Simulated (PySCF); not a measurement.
# H2O (H2O): the cost of one run

Programs: PySCF 2.14.0, with density-fitted response routines of our own. Each step states its level of theory. These are calculated values for one molecule, in the gas phase or a continuum, unless marked as measured. Atoms are numbered from 0 throughout.

## Step 1: The molecule as given

3 atoms, charge 0, multiplicity 1; geometry from: GFN2-xTB. The atoms were then displaced at random by about 0.01 Å, so the start is not that level's minimum.

Bonds of the start (Å): O0–H1 0.97, O0–H2 0.91.

## Step 2: Geometry optimisation at PBE0-D3(BJ)/def2-TZVP

Job settings and geometry (Å):

```
{"job": {"xc": "PBE0", "basis": "def2-TZVP", "d3": "d3bj", "grid": 2, "shake": 0.01, "kind": "geom"}, "charge": 0, "multiplicity": 1}
O      0.024700     0.352960     0.001630
H     -0.774260    -0.194050    -0.013280
H      0.755570    -0.193850    -0.007530
```

Command:

```
$ OMP_NUM_THREADS=1 python probes_run.py task.json out
```

This one command runs all jobs of the session in turn.

Q: Estimate the wall time and peak memory of this first job on 1 thread of Intel Xeon at 2.30GHz, shared host.

About 1.9 s, with a peak of 0.26 GiB.
